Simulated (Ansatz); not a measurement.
A run of Ansatz (development build ahead of 0.2.0) on doublet SiH₃ in separate pieces at this shape:

```
atom    x (Å)    y (Å)    z (Å)
  Si   0.0000   0.0000   0.0793
   H   0.0000   4.2398  -1.2688
   H   1.2239  -0.7066  -0.3701
   H  -1.2239  -0.7066  -0.3701
```

Its results:

```
Converged                       : yes
Total energy                    : -291.10351 hartree
Spin squared of the determinant : 0.898
Stability test                  : minimum
```

(1) Which input gives this output? Name the method, the orbitals and the basis set, and write the input.

Answers

(1) ωB97X (unrestricted) in pcseg-2.

```yaml
crystal:
  periodic: [false, false, false]
  atoms:
    - { symbol: Si, position_ang: [0.0, 0.0, 0.0793] }
    - { symbol: H, position_ang: [0.0, 4.23984, -1.26878] }
    - { symbol: H, position_ang: [1.22394, -0.70664, -0.37006] }
    - { symbol: H, position_ang: [-1.22394, -0.70664, -0.37006] }
basis:
  gaussian: { orbitals: pcseg-2 }
magnetization:
  spin_polarized: true
  initial_magnetization: 1
hamiltonian:
  xc: { name: wB97X }
```

Caution: charge can spread falsely over distant fragments; the unrestricted determinant is spin contaminated.
